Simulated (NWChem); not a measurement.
# Total energies of CH$_{3}$O

```
C
O 1 1.3603
H 2 0.9660 1 109.36
H 1 1.0920 2 113.76 3 175.90
H 1 1.0962 4 120.09 2 150.51
```
Charge 0, spin multiplicity 2.

The numbers come from NWChem runs, not from measurements. All single points use one geometry, from UB3LYP/def2-SVP, a minimum by its harmonic frequencies. It is one conformer; others weren't searched.

Basis set: cc-pVDZ (43 functions).

```tsv
method	total energy (Ha)
UHF	-114.42366
UMP2	-114.73334
UB2PLYP	-114.94931
UPBE	-114.92519
UB3LYP	-115.06413
ULC-wPBE (omega 0.3 per bohr)	-114.96875
```

Total energies of different functionals aren't comparable as a measure of quality: only differences taken within one method are. 

The correlated methods keep 2 core orbitals frozen. B3LYP has NWChem's definition, with VWN1-RPA local correlation. The structure started from a generated list of species. The stability of the SCF solutions was not checked. Open-shell Hartree-Fock references start from PBE0 orbitals.
